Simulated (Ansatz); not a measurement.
The same path of CH2F2 + H (6 atoms, charge 0, multiplicity 2) was run twice with different band settings. Lost on the way: H1–C2. Made: H1–H5.

Level of theory: UKS B3LYP/def2-SVP in Ansatz.

Relaxed end points:

```xyz
6
Properties=species:S:1:pos:R:3
H 0.486 -0.195 -0.003
C -0.517 0.243 -0.164
F -1.455 -0.651 0.219
F -0.634 1.361 0.587
H 2.805 -1.264 0.587
H -0.684 0.506 -1.225
```

```xyz
6
Properties=species:S:1:pos:R:3
H 1.839 -0.818 0.348
C -0.875 0.377 -0.090
F -1.886 -0.451 0.124
F -1.070 1.552 0.489
H 2.544 -1.096 0.271
H -0.552 0.437 -1.142
```

Common settings: spring 5.0 eV/Å²; optimiser quadratic models (default); start path through a guess of the saddle point; force threshold 0.05 eV/Å; iteration limit 60; end points relaxed.

| run | movable images | climbing image |
| --- | --- | --- |
| 1 | 9 | yes |
| 2 | 3 | no |

(1) What does each run give, and how far can it be trusted?

Results:

(1) Run 1: converged after 9 iterations, highest image 0.257 eV above the first end. A vibrational analysis at the climbing image gives one clearly imaginary mode, 1241i cm⁻¹: a first-order saddle point.
Run 2: converged after 7 iterations, highest image 0.036 eV above the first end. No image climbed, so the highest image needn't sit at the top of the path. A band with more images between the same ends climbed to 0.26 eV, so this one has probably stepped over the top. So few images can step over the top or miss a turn of the path.
